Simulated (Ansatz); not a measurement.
System: litharge PbO. Method: r²SCAN0 in Ansatz (plane waves, PAW).

Numerical settings: plane-wave cutoff 520 eV, 6×6×6 k mesh, Fermi–Dirac smearing 0.01 eV, scalar-relativistic PAW data made under PBE.

Computed at the level's own relaxed cell.

Q: Estimate the equilibrium lattice constant a, c axis length, band gap and smallest direct gap on the k points sampled that the calculation returns.

A: 
equilibrium lattice constant a: 3.941 Å
c axis length: 5.444 Å
band gap: 3.25 eV
smallest direct gap on the k points sampled: 3.93 eV

Measured, for comparison: lattice constant a 3.975 Å (room temperature, not corrected to a static lattice, our sources range from 3.964 to 3.975; as tabulated in Canepa et al. (2012), arXiv:1204.2842); lattice parameter c 5.023 Å (room temperature, not corrected to a static lattice, our sources range from 4.995 to 5.023; as tabulated in Canepa et al. (2012), arXiv:1204.2842). Computed (rounded) less measured: lattice constant a -0.9 % (-0.6 % to -0.9 % over the range), lattice parameter c +8.4 % (+8.4 % to +9.0 % over the range). A static lattice is as a rule a little smaller and stiffer than an uncorrected measurement, which narrows the difference in the lattice constant a and would widen misses of the other sign.

Note: the cell comes from a level without a dispersion term, which matters for the spacing of layers, chains or molecules; the cell has widely spaced layers and the level no dispersion term, so their spacing and the moduli can rest on weak binding.

Spin–orbit coupling is not included; with these elements it can move the gap by several tenths of an eV or more.

Static lattice: no zero-point or thermal effects.

Cost on a shared machine: around 70 core-minutes (rough).

Ansatz is an electronic-structure program.
